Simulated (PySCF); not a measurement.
# UBHLYP/cc-pVTZ run of NS (SMILES [N]=S)

What is the vertical doublet–quartet gap of NS at UBHLYP/cc-pVTZ? Input form: a Python script.

The results are computed with PySCF 2.14.0.

7 further runs of the same task are left out: 2 that didn't finish, 5 set aside as unsound or not needed.

## 1. The system as given

The species is NS (2 atoms), meant as a doublet with charge 0. As SMILES, `[N]=S`. Geometry: relaxed at GFN2-xTB.

Bond lengths: N1–S2 1.463 Å.

## 2. The energy at UBHLYP/cc-pVTZ

Input file input.py:

```python
from pyscf import gto, dft

molecule = gto.Mole()
molecule.atom = '''
N    0.000000   0.000000   0.000000
S    0.000000   0.000000   1.463180
'''
molecule.max_memory = 1860
molecule.verbose = 3
molecule.spin = 1
molecule.basis = 'cc-pvtz'
molecule.build()

ks = dft.UKS(molecule)
ks.xc = 'bhandhlyp'
ks.conv_tol = 1e-10
ks.grids.level = 5
ks.kernel()
if not ks.converged:
    ks = ks.newton().run(ks.mo_coeff, ks.mo_occ)

etot = ks.e_tot
print('E(%s) = %.9f' % ('BHLYP', etot))
```

Started as:

```sh
$ OMP_NUM_THREADS=1 python input.py
```

The program printed:

```text
converged SCF energy = -452.863983391467  <S^2> = 0.76554096  2S+1 = 2.015481
E(BHLYP) = -452.863983391
```

Run time: 7.8 s. Hardware: 1 thread of Arm Neoverse V2, shared host; peak memory 0.31 GiB.

## 3. The quartet, same level

Input file input.py:

```python
from pyscf import gto, dft

mol = gto.M(
    atom=[
    ('N', (0.000000, 0.000000, 0.000000)),
    ('S', (0.000000, 0.000000, 1.463180)),
],
    max_memory=1860,
    basis='cc-pvtz',
    spin=3,
    verbose=3,
)

mf = dft.UKS(mol, xc='bhandhlyp')
mf.conv_tol = 1e-10
mf.grids.level = 5
mf.kernel()
if not mf.converged:
    mf = mf.newton().run(mf.mo_coeff, mf.mo_occ)

etot = mf.e_tot
print(f'total energy: {etot:.8f} hartree')
```

Started as:

```sh
$ OMP_NUM_THREADS=1 python input.py
```

The program printed:

```text
WARN: HOMO -0.14333336108313 >= LUMO -0.395338743022236

converged SCF energy = -452.732692726648  <S^2> = 3.7744272  2S+1 = 4.012195
total energy: -452.73269273 hartree
```

Wall time 6.9 s (1 thread of Arm Neoverse V2, shared host); peak memory 0.31 GiB.

## 4. What came out

Level: UBHLYP/cc-pVTZ.

```
                                        quantity          value
                           doublet: total energy  -452.86398 Eh
                          doublet: dipole moment         1.86 D
     doublet: HOMO energy (highest over α and β)       -7.53 eV
      doublet: LUMO energy (lowest over α and β)       -2.22 eV
                                   doublet: ⟨S²⟩          0.766
                           quartet: total energy  -452.73269 Eh
                          quartet: dipole moment         0.17 D
     quartet: HOMO energy (highest over α and β)       -7.82 eV
      quartet: LUMO energy (lowest over α and β)       -5.47 eV
                                   quartet: ⟨S²⟩          3.774
vertical energy of the quartet above the doublet       3.573 eV
```

In words: At this shape the quartet lies 3.57 eV (345 kJ/mol) above the doublet.
